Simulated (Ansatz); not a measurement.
**B2H, quartet: the ladder up to full CI**

Geometry: displaced at random from a stationary point.

| atom | x (Å) | y (Å) | z (Å) |
| --- | --- | --- | --- |
| B | 0.0844 | 0.0052 | 0.1091 |
| B | -0.0805 | 0.0136 | -1.3998 |
| H | -0.0039 | -0.0188 | 1.2907 |

Basis 6-31G; Ansatz 0.2.0. Only valence electrons are correlated (noble-gas cores frozen), which leaves 7 electrons in 18 orbitals. R marks a restricted (for open shells ROHF) determinant, U an unrestricted one. Active spaces: valence = (7e, 9o) chosen from the atoms' valence shells.

Full CI is exact within this basis and frozen core; it isn't the basis-set limit. The frozen core follows each run's orbitals, which can shift R against U totals by a few meV.

For open shells CISD and CISDTQ are restricted-active-space CI with the open shells as a complete middle space.

```
UHF ⟨S²⟩                          : 3.756
T1 diagnostic (RCCSD)             : 0.0214
largest doubles amplitude (RCCSD) : 0.096
T1 diagnostic (UCCSD)             : 0.0173
```

```csv
level,E − E(full CI) (kJ/mol),share of correlation (%),wall time
RHF,232.7,0.00,–
UHF,228.5,1.77,–
RMP2,61.7,73.50,–
UMP2,60.6,73.95,–
CISD,13.1,94.37,0.57 s
RCCSD,7.4,96.80,–
UCCSD,7.3,96.85,–
RCCSD(T),2.3,99.03,0.42 s
UCCSD(T),2.2,99.05,0.36 s
BCCD(T),2.3,99.00,0.51 s
RCCSDT,0.5,99.77,–
UCCSDT,0.5,99.79,–
CISDTQ,0.2,99.91,7 s
RCCSDT(Q),0.1,99.94,2.1 s
UCCSDT(Q),0.1,99.96,2 s
RCCSDTQ,0.0,99.99,20 s
UCCSDTQ,0.0,100.01,19 s
CASSCF (valence space),65.5,71.85,–
NEVPT2 (valence space),19.9,91.44,2.5 s
MRCISD (valence space),1.5,99.37,–
MRCISD+Q (valence space),0.5,99.80,4.9 s
```

The correlation energy at full CI, counted from RHF, is -2.411 eV. That run took 5 s on 1 thread of Intel Xeon Platinum 8259CL, shared host over 658,896 determinants.

Times hold each run's SCF and search for its determinant on a shared host, so for small cases they say little of a method's own cost; they ran on 1 thread of Intel Xeon Platinum 8259CL.

The full-CI state has the irrep A'' of Cs, in the program's axes.

Natural occupations of full CI about the gap: 1.966 1.957 0.994 0.979 0.979 0.033 0.031 0.026 0.013 0.006; effectively unpaired electrons, Σ n²(2−n)², 3.02.
